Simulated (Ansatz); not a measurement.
Born–Oppenheimer molecular dynamics of C2H8N2O (13 atoms, charge 0, multiplicity 1). It starts from a relaxed structure.

All numbers below come from Ansatz, RKS PBE-D4/STO-3G.

| Quantity | Value |
| --- | --- |
| ensemble | NVT, Langevin thermostat |
| time step | 0.5 fs |
| steps asked | 150 |
| set temperature | 300 K |
| friction | 0.02 /fs |
| seed | 80722 |

First frame:

```xyz
13
Properties=species:S:1:pos:R:3
N -1.302 0.617 0.521
C -0.622 0.206 -0.782
C 0.804 -0.323 -0.347
N 0.723 -1.077 0.977
O 1.640 0.872 -0.127
H -2.298 0.892 0.254
H -0.856 1.559 0.756
H -1.218 -0.616 -1.235
H -0.522 1.030 -1.528
H 1.226 -1.004 -1.141
H 0.380 -2.054 0.697
H -0.193 -0.625 1.355
H 2.257 0.486 0.614
```

Problem. What does the run give?

Solution. All steps were run.

```yaml
steps_done: 150
time_covered: 75 fs
mean_temperature_over_the_second_half: 226 K
spread_of_the_potential_energy_over_the_second_half: 4.2 meV per atom
mean_potential_energy_of_the_second_half_above_the_start: 25.9 meV per atom
```

The mean temperature of the second half is 25 % below the set value. A run of 0.075 ps of so small a system gives no equilibrium averages. Limits of this set-up: minimal basis.

Problem. What happens to the structure?

Solution. The same pairs are bonded in the first frame and the last. Pairs count as bonded within 1.25 times the sum of covalent radii (0.12 Å more for H–H). The details hang on the random start.

Problem. How do temperature and energy run in time?

Solution. 
```
time (fs)  T (K)  potential energy less start (eV)
      0.0    277                             0.000
      2.5    192                             0.137
      5.0    192                             0.155
      7.5    142                             0.265
     10.0    174                             0.214
     12.5    155                             0.277
     15.0    210                             0.286
     17.5    215                             0.305
     20.0    219                             0.308
     22.5    188                             0.322
     25.0    139                             0.392
     27.5    175                             0.373
     30.0    189                             0.355
     32.5    223                             0.281
     35.0    231                             0.248
     37.5    248                             0.211
     40.0    213                             0.267
     42.5    185                             0.340
     45.0    249                             0.263
     47.5    193                             0.439
     50.0    266                             0.329
     52.5    196                             0.433
     55.0    329                             0.250
     57.5    245                             0.336
     60.0    307                             0.298
     62.5    209                             0.398
     65.0    188                             0.380
     67.5    219                             0.379
     70.0    241                             0.313
     72.5    221                             0.324
     75.0    191                             0.369
```

The run took 3.4 min on 1 thread of AMD EPYC 7R43 64-Core Processor (Zen 3), on a shared host, peak memory 0.1 GiB.
